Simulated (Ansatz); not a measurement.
```yaml
crystal:
  periodic: [false, false, false]
  atoms:
    - {symbol: B, position_ang: [-1.628405, -0.083368, -0.001306]}
    - {symbol: B, position_ang: [-0.219895, 0.246319, 0.001944]}
    - {symbol: F, position_ang: [1.051771, -0.092727, -0.000363]}
basis:
  gaussian: {orbitals: def2-TZVP}
magnetization: {spin_polarized: true, initial_magnetization: 1}
hamiltonian: {xc: pbe0}
relax: {f_tol: 0.004, max_steps: 80}
```

```sh
$ ansatz run in.yaml --threads 1 --pin off --events-out ev --progress --plain --max-ram 2176MiB
```

Steps of the relaxation (energy above the last step; positions in Å, forces in eV/Å):

```
3
step 1, 270.6 meV
B    -1.628   -0.083   -0.001   -3.773   -0.457   -0.005
B    -0.220    0.246    0.002    4.823   -0.295   -0.001
F     1.052   -0.093    0.000   -1.050    0.752    0.006
```

```
3
step 2, 56.0 meV
B    -1.679   -0.075   -0.001   -1.271   -0.040   -0.001
B    -0.192    0.221    0.002    1.933   -0.364   -0.002
F     1.075   -0.076    0.000   -0.663    0.404    0.003
```

```
3
step 3, 49.8 meV
B    -1.712    0.014   -0.001    0.579   -0.055    0.000
B    -0.180    0.026    0.000   -1.123    0.125    0.001
F     1.095    0.030    0.001    0.544   -0.070    0.000
```

```
3
step 11, 0.0 meV
B    -1.720   -0.047   -0.001    0.000    0.000    0.000
B    -0.172    0.153    0.001    0.000    0.000    0.000
F     1.096   -0.036    0.000    0.001    0.000    0.000
```

Close pairs at the end: B2–F3 1.282 Å, B1–B2 1.561 Å.

A stationary point of unrestricted PBE0 after 11 steps, with ⟨S²⟩ = 1.648 against 0.75 for a pure state; no frequencies were run, so it isn't proven a minimum. 81 s on 1 thread of Arm Neoverse V1, shared host.
